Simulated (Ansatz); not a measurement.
```yaml
crystal:
  periodic: [false, false, false]
  atoms:
    - {symbol: F, position_ang: [0.000000, 0.000000, -1.892809]}
    - {symbol: Al, position_ang: [0.000000, 0.000000, -0.220644]}
    - {symbol: Ge, position_ang: [0.000000, 0.000000, 2.113453]}
basis:
  gaussian: {orbitals: def2-TZVP}
magnetization: {spin_polarized: true, initial_magnetization: 2}
hamiltonian: {xc: pbe0}
relax: {f_tol: 0.004, max_steps: 80}
```

```sh
$ ansatz run in.yaml --threads 1 --pin off --events-out ev --progress --plain --max-ram 2176MiB
```

Steps of the relaxation (energy above the last step; positions in Å, forces in eV/Å):

```
3
step 1, 35.4 meV
F     0.000    0.000   -1.893    0.000    0.000    0.628
Al    0.000    0.000   -0.221    0.000    0.000   -1.370
Ge    0.000    0.000    2.113    0.000    0.000    0.743
```

```
3
step 2, 4.0 meV
F     0.000    0.000   -1.908    0.000    0.000    0.398
Al    0.000    0.000   -0.245    0.000    0.000   -0.528
Ge    0.000    0.000    2.152    0.000    0.000    0.130
```

```
3
step 3, 0.1 meV
F     0.000    0.000   -1.905    0.000    0.000    0.080
Al    0.000    0.000   -0.254    0.000    0.000   -0.072
Ge    0.000    0.000    2.160    0.000    0.000   -0.008
```

```
3
step 4, 0.0 meV
F     0.000    0.000   -1.903    0.000    0.000    0.000
Al    0.000    0.000   -0.255    0.000    0.000    0.001
Ge    0.000    0.000    2.158    0.000    0.000   -0.001
```

Close pairs at the end: F1–Al2 1.648 Å, Al2–Ge3 2.413 Å.

A stationary point of unrestricted PBE0 after 4 steps, with ⟨S²⟩ = 2.005 against 2.00 for a pure state; no frequencies were run, so it isn't proven a minimum. 21 s on 1 thread of Intel Xeon Platinum 8375C, shared host.
